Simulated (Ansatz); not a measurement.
Geometry optimisation, RKS B3LYP-D4/def2-SVPD (Ansatz 0.2.0).

Input file:

```yaml
crystal:
  periodic: [false, false, false]
  atoms:
    - { symbol: H, position_ang: [-0.0289, -1.0, 0.1273] }
    - { symbol: C, position_ang: [0.3875, 0.1837, 0.3079] }
    - { symbol: C, position_ang: [-0.1753, -0.2114, -0.9319] }
    - { symbol: F, position_ang: [-1.5047, 0.1091, -0.966] }
    - { symbol: H, position_ang: [1.4572, 0.1176, 0.4279] }
    - { symbol: H, position_ang: [-0.1358, 0.8009, 1.0349] }
basis:
  gaussian: { orbitals: def2-SVPD }
hamiltonian:
  xc: b3lyp
  dispersion: d4
relax:
  f_tol: 0.15
  max_steps: 25
  restrain:
    - { distance: [2, 0], at: 1.07, k: 30.0 }
    - { distance: [1, 0], at: 2.37, k: 30.0 }
```

Launched with:

```bash
$ ansatz run input.yaml --threads 2 --pin off --max-ram 3072MiB --backend cpu --events-out ev --progress --plain --runs-dir out
```

Problem. Where does it end, and by what steps?

Solution. The forces met the threshold. The restraints hold the end off the free minimum. After 10 steps the energy has fallen by 2.918 eV (the restraints' own energy left out); H1 moved furthest, 1.03 Å. Parted: H1–C2.

```
step  energy less start (eV)  largest force component (eV/Å)  accepted
   0                  0.0000                           0.975       yes
   1                  0.1789                           3.348       yes
   2                 -0.0766                           5.370       yes
   3                 -0.7586                           4.249       yes
   4                 -1.5035                           6.376       yes
   5                 -2.3179                           4.797       yes
   6                 -2.7582                           1.417       yes
   7                 -2.8417                           1.594       yes
   8                 -2.8687                           2.570       yes
   9                 -2.9066                           1.627       yes
  10                 -2.9176                           1.670       yes
```

```xyz
6
Properties=species:S:1:pos:R:3
H -0.156 -1.454 -0.785
C 0.463 0.413 0.409
C -0.280 -0.443 -0.344
F -1.535 -0.041 -0.696
H 1.471 0.153 0.724
H 0.038 1.372 0.693
```

Time of the run: 9.8 s on 2 threads of Arm Neoverse V2, with other jobs on the host, peak memory 0.14 GiB.
